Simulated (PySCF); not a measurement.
Diamond: correlation energy from several methods in one and the same small orbital space (PySCF; 2 atoms at the zone centre, 8 electrons in 17 orbitals, empty ones MP2 natural orbitals of a TZ basis, lattice constant set to 3.74535 Å). Its volume lies 16 % above that of the crystal's usual cell. It tests the methods against each other and lies far from the crystal's limit.

| method | E_corr (eV per atom) | share of full CI (%) | error (meV) |
|---|---|---|---|
| MP2 | -2.3175 | 72.6 | 874 |
| CCSD | -3.0937 | 96.9 | 97 |
| CCSD(T) | -3.1551 | 98.9 | 36 |
| CCSDT | -3.1707 | 99.4 | 20 |
| CCSDT(Q) | -3.1861 | 99.8 | 5 |
| CCSDTQ | -3.1896 | 100.0 | 2 |
| full CI | -3.1911 | 100.0 | 0 |

The Hartree–Fock determinant has a weight of 0.85 in the full CI state.

MP2, (T) and (Q) use filled levels shifted down by the Madelung term, which in so small a cell is a large part of the gap, so these rows hang on it.
